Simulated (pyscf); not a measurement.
A first-order saddle from PySCF, ωB97X-D3(BJ)/def2-SVP:

```xyz
6

As    -1.3202    -0.5264    -0.5805
Al     0.1901     1.0783     0.4034
H     -0.8631    -1.9595    -0.5074
H     -2.7566    -0.7977    -1.0289
H     -0.4546    -0.3720     1.0887
H     -0.9312     2.2268     0.3391
```
Charge 0, spin multiplicity 1.

Surface: singlet, charge 0. Lowest wavenumbers (cm⁻¹): 1003i, 189, 286, 478, 546.

**Question.** Which two sides does it connect, and which bonds change?

**Answer.** H₂Al–AsH₂ <-> AsH₃ + AlH [singlet], a 1,1-elimination read from left to right: Al–As, Al–H broken and As–H formed. At CCSD(T)/def2-TZVPP + ΔMP2(QZVPP) it lies +2.46 eV from the left side and +0.69 eV from the right (each side as separated species at their lowest minima found). On the product side the descent ends in an adduct with a Al–As contact, 0.45 eV under the separated species and 1.13 eV under the saddle at ωB97X-D3(BJ)/def2-TZVP. What is counted as broken (Al–As) persists as a longer contact in the product adduct; parting that adduct is a step of its own. At ωB97X-D3(BJ) the barrier from the zero used here is 2.77 eV. One saddle was located; it need not be the lowest between these sides. A restricted solution here is unstable towards spin polarisation, so biradical character is likely and single-reference numbers are less safe. The CCSD(T) − MP2 part came from Ansatz, without density fitting, on the same reference. The frozen core leaves the outer d or s,p core shells of the metals and heavy elements correlated in the MP2 and CC values, and def2-TZVPP describes them poorly, which can shift differences by a few kcal/mol. Elements up to Kr have no core potential and no relativistic terms here.
